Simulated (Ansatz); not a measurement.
in.yaml

```yaml
crystal:
  periodic: [false, false, false]
  atoms:
    - {symbol: Hf, position_ang: [0.000097, 0.000884, 0.160321]}
    - {symbol: C, position_ang: [-0.000737, -0.015259, -1.948539]}
    - {symbol: H, position_ang: [0.047227, 0.952255, -2.600555]}
    - {symbol: H, position_ang: [-0.055550, -0.926967, -2.570753]}
basis:
  gaussian: {orbitals: def2-TZVP}
total_charge: 1
magnetization: {spin_polarized: false, initial_magnetization: 3}
correlation: {active_space: {ras: {orbitals: [3, 3, 72], electrons: 9, max_holes: 2, max_particles: 2}, fixed_orbitals: true}}
```

```sh
$ ansatz run in.yaml --threads 1 --pin off --events-out ev --progress --plain --max-ram 2393MiB
```

Log:

```
662 factors; integrals over basis functions are off by at most 1.3e-3 eV
mean field evaluation 1: about -2336.5388 eV, gradient 4.5e1 eV
mean field evaluation 2: about -2336.5443 eV, gradient 4.5e1 eV
mean field evaluation 4: about -2343.8205 eV, gradient 7.5e0 eV
mean field evaluation 8: about -2344.2308 eV, gradient 9.1e-1 eV
mean field evaluation 16: about -2344.2441 eV, gradient 5.3e-2 eV
mean field evaluation 32: about -2344.9130 eV, gradient 1.0e-4 eV
mean field evaluation 64: about -2344.9130 eV, gradient 6.6e-3 eV
mean field evaluation 96: about -2344.9114 eV, gradient 7.7e-2 eV
mean field evaluation 128: about -2344.9130 eV, gradient 7.0e-2 eV
mean field evaluation 160: about -2344.9101 eV, gradient 3.9e-1 eV
mean field evaluation 192: about -2344.9130 eV, gradient 7.3e-2 eV
mean field evaluation 224: about -2344.2445 eV, gradient 1.7e-3 eV
mean field evaluation 256: about -2344.9127 eV, gradient 1.8e-2 eV
mean field -2344.91303682 eV, -86.1739646640 hartree, gradient 3.7e-10 eV, S^2 3.750000; 14 other end points of the search recorded, 0 dependent functions left out
reference -2344.91303682 eV, -86.1739646640 hartree; 11, 8 occupied and 72, 75 virtual orbitals, 662 factors
state -2350.08214022 eV, -86.3639257100 hartree
Total energy: -2350.08214022 eV, -86.3639257100 hartree
```

Natural occupations: 1.9704 1.9601 1.9525 0.9936 0.9924 0.9846 0.0227 0.0217 0.0183 0.0138 0.0109 0.0081 0.0067 0.0064 0.0061 0.0026 0.0024 0.0023 0.0021 0.0018 0.0017 0.0016 0.0015 0.0015.

Ran on 1 thread of Intel Xeon, shared host: 3.4 min wall, 0.55 GiB peak host memory.
